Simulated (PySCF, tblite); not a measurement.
# MgH2: changes of charge, part 2 of 2

tblite 0.8.0 and PySCF 2.14.0. Atoms count from 0.

## (13) Single point (MgH₂+ (doublet)): B3LYP-D3(BJ)/ma-def2-SVP in acetonitrile

Geometry: BP86-D3(BJ)/def2-SVP.

The job: settings as JSON, then the geometry in Å.

```
{"job": {"kind": "sp", "xc": "B3LYP", "basis": "ma-def2-SVP", "d3": "d3bj", "grid": 2, "solvent": "acetonitrile"}, "charge": 1, "multiplicity": 2}
Mg     0.017627    -0.003761    -0.016161
H     -0.041456    -0.011040     1.781803
H      0.070906     0.006475    -1.814285
```

What it wrote:

```text
final grid: 22280 points
cycle   1  E = -200.9657823839  dE = -1.922e-03  |g| = 7.568e-03  |ddm| = 2.234e-01
cycle   2  E = -200.9658286093  dE = -4.623e-05  |g| = 1.591e-03  |ddm| = 1.718e-02
cycle   3  E = -200.9658319159  dE = -3.307e-06  |g| = 4.268e-04  |ddm| = 4.684e-03
cycle   4  E = -200.9658323155  dE = -3.997e-07  |g| = 6.520e-05  |ddm| = 1.487e-03
cycle   5  E = -200.9658323302  dE = -1.469e-08  |g| = 6.663e-06  |ddm| = 5.118e-04
cycle   6  E = -200.9658323303  dE = -7.333e-11  |g| = 1.672e-06  |ddm| = 4.338e-05
converged SCF energy = -200.9658323303
```

It took 0.37 s on 1 thread of Arm Neoverse V1, shared host.

## (14) Changes of charge: B3LYP-D3(BJ)/ma-def2-SVP

This step combines the energies above: geometries from BP86-D3(BJ)/def2-SVP, zero-point and thermal terms from GFN2-xTB.

The job: settings as JSON, then the geometry in Å.

```
{"job": {"kind": "rx", "dirs": [1], "deep": 3, "geom": {"xc": "BP86", "basis": "def2-SVP", "d3": "d3bj", "grid": 1}, "level": {"xc": "B3LYP", "basis": "ma-def2-SVP", "d3": "d3bj", "solvents": ["acetonitrile"]}}, "charge": 0, "multiplicity": 1}
Mg     0.008041    -0.001099    -0.007827
H     -0.029404    -0.017243     1.705520
H      0.045480     0.015046    -1.721223
```

Output (the driver's rows laid out field by field):

```text
ionisation and electron attachment, B3LYP-D3(BJ)/ma-def2-SVP // BP86-D3(BJ)/def2-SVP

row 1
  change                  oxidation
  charge                  1
  multiplicity            2
  vertical_ev             9.649
  vertical_s2             0.782
  formula                 H2Mg
  kept                    yes
  pieces                  1
  point_group             Dinfh
  adiabatic_electronic_ev 9.6115
  adiabatic_ev            9.5811
  free_energy_ev          9.5629
  s2                      0.789
  bonds_moved             0 1 1.714 1.799; 0 2 1.714 1.799
  spin_on                 1 H 0.594; 2 H 0.594; 0 Mg -0.189
  charge_moved            1 H 0.453; 2 H 0.453; 0 Mg 0.094
  vertical_back_ev        9.5305
  relaxation_parent_ev    0.081
  relaxation_ion_ev       0.0375
  reorganisation_ev       0.1185
  solution                solvent acetonitrile, absolute_potential_v 6.6457, solvation_parent_kj -50.81, solvation_ion_kj -332.28
```

It took 5.2 s on 1 thread of Arm Neoverse V1, shared host.

Energy taken up on oxidation, or given off on reduction (eV; adiabatic with zero-point energy):

| change | product | vertical | adiabatic | free energy | reorganisation | ⟨S²⟩ |
| --- | --- | --- | --- | --- | --- | --- |
| oxidation (multiplicity 2) | H2Mg | 9.65 | 9.58 | 9.56 | 0.12 | 0.79 |

On oxidation to multiplicity 2 charge changes most on H1 (+0.45 e), H2 (+0.45 e), Mg0 (+0.09 e); the spin sits on H1 (0.59), H2 (0.59), Mg0 (-0.19); the bond Mg0–H1 goes from 1.714 to 1.799 Å; the absolute potential is 6.65 V in acetonitrile.

## (15) Single point (MgH₂): wB97X-D3(BJ)/ma-def2-SVP

Geometry: BP86-D3(BJ)/def2-SVP.

The job: settings as JSON, then the geometry in Å.

```
{"job": {"kind": "sp", "xc": "wB97X", "basis": "ma-def2-SVP", "d3": "d3bj", "grid": 2}, "charge": 0, "multiplicity": 1}
Mg     0.008041    -0.001099    -0.007827
H     -0.029404    -0.017243     1.705520
H      0.045480     0.015046    -1.721223
```

What it wrote:

```text
coarse grid: 2864 points
cycle   1  E = -201.1586831799  dE = -2.053e-01  |g| = 1.299e-01  |ddm| = 1.380e+00
cycle   2  E = -201.1703580783  dE = -1.167e-02  |g| = 3.010e-02  |ddm| = 2.480e-01
cycle   3  E = -201.1713964412  dE = -1.038e-03  |g| = 7.215e-03  |ddm| = 8.857e-02
cycle   4  E = -201.1714490753  dE = -5.263e-05  |g| = 7.798e-04  |ddm| = 2.147e-02
cycle   5  E = -201.1714497295  dE = -6.541e-07  |g| = 8.916e-05  |ddm| = 2.933e-03
final grid: 22280 points
cycle   6  E = -201.1907112662  dE = -7.935e-07  |g| = 2.258e-04  |ddm| = 5.112e-03
cycle   7  E = -201.1907112781  dE = -1.190e-08  |g| = 3.078e-05  |ddm| = 2.895e-04
cycle   8  E = -201.1907112784  dE = -2.697e-10  |g| = 4.216e-06  |ddm| = 1.066e-04
converged SCF energy = -201.1907112784
```

Run time: 0.19 s. Hardware: 1 thread of Arm Neoverse V1, shared host.

## (16) Single point (MgH₂+ (doublet)): wB97X-D3(BJ)/ma-def2-SVP

Geometry: BP86-D3(BJ)/def2-SVP, that of another charge or spin state.

The job: settings as JSON, then the geometry in Å.

```
{"job": {"kind": "sp", "xc": "wB97X", "basis": "ma-def2-SVP", "d3": "d3bj", "grid": 2}, "charge": 1, "multiplicity": 2}
Mg     0.008041    -0.001099    -0.007827
H     -0.029404    -0.017243     1.705520
H      0.045480     0.015046    -1.721223
```

What it wrote:

```text
final grid: 22280 points
cycle   1  E = -200.8230511097  dE = -1.214e-10  |g| = 2.916e-06  |ddm| = 6.084e-05
converged SCF energy = -200.8230511097
```

Wall time 0.84 s (1 thread of Arm Neoverse V1, shared host).

## (17) Single point (MgH₂): wB97X-D3(BJ)/ma-def2-SVP

Geometry: BP86-D3(BJ)/def2-SVP, that of another charge or spin state.

The job: settings as JSON, then the geometry in Å.

```
{"job": {"kind": "sp", "xc": "wB97X", "basis": "ma-def2-SVP", "d3": "d3bj", "grid": 2}, "charge": 0, "multiplicity": 1}
Mg     0.017627    -0.003761    -0.016161
H     -0.041456    -0.011040     1.781803
H      0.070906     0.006475    -1.814285
```

What it wrote:

```text
coarse grid: 2864 points
cycle   1  E = -201.1548745718  dE = -2.271e-01  |g| = 1.306e-01  |ddm| = 1.364e+00
cycle   2  E = -201.1673571082  dE = -1.248e-02  |g| = 3.128e-02  |ddm| = 2.513e-01
cycle   3  E = -201.1685306666  dE = -1.174e-03  |g| = 7.828e-03  |ddm| = 9.420e-02
cycle   4  E = -201.1685936885  dE = -6.302e-05  |g| = 7.851e-04  |ddm| = 2.356e-02
cycle   5  E = -201.1685943464  dE = -6.579e-07  |g| = 9.052e-05  |ddm| = 3.008e-03
final grid: 22280 points
cycle   6  E = -201.1877012975  dE = -9.933e-07  |g| = 2.584e-04  |ddm| = 4.837e-03
cycle   7  E = -201.1877013133  dE = -1.576e-08  |g| = 3.454e-05  |ddm| = 3.461e-04
cycle   8  E = -201.1877013137  dE = -3.766e-10  |g| = 5.746e-06  |ddm| = 1.230e-04
converged SCF energy = -201.1877013137
```

It took 0.19 s on 1 thread of Arm Neoverse V1, shared host.

## (18) Single point (MgH₂+ (doublet)): wB97X-D3(BJ)/ma-def2-SVP

Geometry: BP86-D3(BJ)/def2-SVP.

The job: settings as JSON, then the geometry in Å.

```
{"job": {"kind": "sp", "xc": "wB97X", "basis": "ma-def2-SVP", "d3": "d3bj", "grid": 2}, "charge": 1, "multiplicity": 2}
Mg     0.017627    -0.003761    -0.016161
H     -0.041456    -0.011040     1.781803
H      0.070906     0.006475    -1.814285
```

What it wrote:

```text
final grid: 22280 points
cycle   1  E = -200.8244872134  dE = -2.723e-11  |g| = 1.303e-06  |ddm| = 1.927e-05
converged SCF energy = -200.8244872134
```

Wall time 0.83 s (1 thread of Arm Neoverse V1, shared host).

## (19) Single point (MgH2): wB97X-D3(BJ)/ma-def2-SVP in acetonitrile

Geometry: BP86-D3(BJ)/def2-SVP.

The job: settings as JSON, then the geometry in Å.

```
{"job": {"kind": "sp", "xc": "wB97X", "basis": "ma-def2-SVP", "d3": "d3bj", "grid": 2, "solvent": "acetonitrile"}, "charge": 0, "multiplicity": 1}
Mg     0.008041    -0.001099    -0.007827
H     -0.029404    -0.017243     1.705520
H      0.045480     0.015046    -1.721223
```

What it wrote:

```text
final grid: 22280 points
cycle   1  E = -201.2112523416  dE = -3.443e-03  |g| = 2.032e-02  |ddm| = 2.195e-01
cycle   2  E = -201.2116661031  dE = -4.138e-04  |g| = 7.480e-03  |ddm| = 7.730e-02
cycle   3  E = -201.2117385478  dE = -7.244e-05  |g| = 6.175e-04  |ddm| = 4.437e-02
cycle   4  E = -201.2117389826  dE = -4.348e-07  |g| = 9.111e-05  |ddm| = 2.372e-03
cycle   5  E = -201.2117389899  dE = -7.280e-09  |g| = 1.027e-05  |ddm| = 3.254e-04
converged SCF energy = -201.2117389899
```

It took 0.22 s on 1 thread of Arm Neoverse V1, shared host.

## (20) Single point (MgH2+ (doublet)): wB97X-D3(BJ)/ma-def2-SVP in acetonitrile

Geometry: BP86-D3(BJ)/def2-SVP.

The job: settings as JSON, then the geometry in Å.

```
{"job": {"kind": "sp", "xc": "wB97X", "basis": "ma-def2-SVP", "d3": "d3bj", "grid": 2, "solvent": "acetonitrile"}, "charge": 1, "multiplicity": 2}
Mg     0.017627    -0.003761    -0.016161
H     -0.041456    -0.011040     1.781803
H      0.070906     0.006475    -1.814285
```

What it wrote:

```text
final grid: 22280 points
cycle   1  E = -200.9505891219  dE = -1.660e-03  |g| = 9.727e-03  |ddm| = 1.539e-01
cycle   2  E = -200.9507872389  dE = -1.981e-04  |g| = 3.628e-03  |ddm| = 4.466e-02
cycle   3  E = -200.9508234638  dE = -3.622e-05  |g| = 6.781e-04  |ddm| = 2.353e-02
cycle   4  E = -200.9508248798  dE = -1.416e-06  |g| = 2.393e-04  |ddm| = 2.327e-03
cycle   5  E = -200.9508250824  dE = -2.025e-07  |g| = 5.223e-05  |ddm| = 1.164e-03
cycle   6  E = -200.9508250925  dE = -1.012e-08  |g| = 9.459e-06  |ddm| = 4.649e-04
cycle   7  E = -200.9508250930  dE = -5.325e-10  |g| = 8.174e-06  |ddm| = 6.180e-05
converged SCF energy = -200.9508250930
```

Wall time 0.44 s (1 thread of Arm Neoverse V1, shared host).

## (21) Changes of charge: wB97X-D3(BJ)/ma-def2-SVP

This step combines the energies above: geometries from BP86-D3(BJ)/def2-SVP, zero-point and thermal terms from GFN2-xTB.

The job: settings as JSON, then the geometry in Å.

```
{"job": {"kind": "rx", "dirs": [1], "deep": 3, "geom": {"xc": "BP86", "basis": "def2-SVP", "d3": "d3bj", "grid": 1}, "level": {"xc": "wB97X", "basis": "ma-def2-SVP", "d3": "d3bj", "solvents": ["acetonitrile"]}}, "charge": 0, "multiplicity": 1}
Mg     0.008041    -0.001099    -0.007827
H     -0.029404    -0.017243     1.705520
H      0.045480     0.015046    -1.721223
```

Output (the driver's rows laid out field by field):

```text
ionisation and electron attachment, wB97X-D3(BJ)/ma-def2-SVP // BP86-D3(BJ)/def2-SVP

row 1
  change                  oxidation
  charge                  1
  multiplicity            2
  vertical_ev             10.0045
  vertical_s2             0.801
  formula                 H2Mg
  kept                    yes
  pieces                  1
  point_group             Dinfh
  adiabatic_electronic_ev 9.9655
  adiabatic_ev            9.9351
  free_energy_ev          9.9169
  s2                      0.813
  bonds_moved             0 1 1.714 1.799; 0 2 1.714 1.799
  spin_on                 1 H 0.621; 2 H 0.621; 0 Mg -0.242
  charge_moved            1 H 0.482; 2 H 0.482
  vertical_back_ev        9.8836
  relaxation_parent_ev    0.0819
  relaxation_ion_ev       0.0391
  reorganisation_ev       0.121
  solution                solvent acetonitrile, absolute_potential_v 7.0513, solvation_parent_kj -55.21, solvation_ion_kj -331.7
```

Wall time 2.9 s (1 thread of Arm Neoverse V1, shared host).

Energy taken up on oxidation, or given off on reduction (eV; adiabatic with zero-point energy):

| change | product | vertical | adiabatic | free energy | reorganisation | ⟨S²⟩ |
| --- | --- | --- | --- | --- | --- | --- |
| oxidation (multiplicity 2) | H2Mg | 10.00 | 9.94 | 9.92 | 0.12 | 0.81 |

On oxidation to multiplicity 2 charge changes most on H1 (+0.48 e), H2 (+0.48 e); the spin sits on H1 (0.62), H2 (0.62), Mg0 (-0.24); the bond Mg0–H1 goes from 1.714 to 1.799 Å; the absolute potential is 7.05 V in acetonitrile.

## (22) What came out

What follows sums up all 2 parts.

```
                                    quantity                                 value
   strongest single infrared mode (GFN2-xTB)                1302 cm⁻¹, 1209 km/mol
                zero-point energy (GFN2-xTB)                          4.6 kcal/mol
                                 point group                                 Dinfh
        rotational constants (main isotopes)                      85.36, 85.36 GHz
ionisation energy (B3LYP-D3(BJ)/ma-def2-SVP)   vertical 9.65 eV, adiabatic 9.58 eV
ionisation energy (wB97X-D3(BJ)/ma-def2-SVP)  vertical 10.00 eV, adiabatic 9.94 eV
```

What this shows: All 4 modes are real, so the xTB geometry is a minimum. The strongest single mode, at 1302 cm⁻¹, moves mainly H1 and H2. Unscaled tight-binding wavenumbers are off by several per cent, some by more. Its intensities can rank the bands wrongly. Relaxing lowered the energy by 0.072 eV in 4 steps; the close pair that moved most is Mg0–H2, from 1.628 to 1.714 Å (BP86/def2-SVP). At B3LYP-D3(BJ)/ma-def2-SVP, relaxation with the zero-point term after oxidation moves the energy taken up from 9.65 eV (vertical) to 9.58 eV (adiabatic, with zero-point energy).
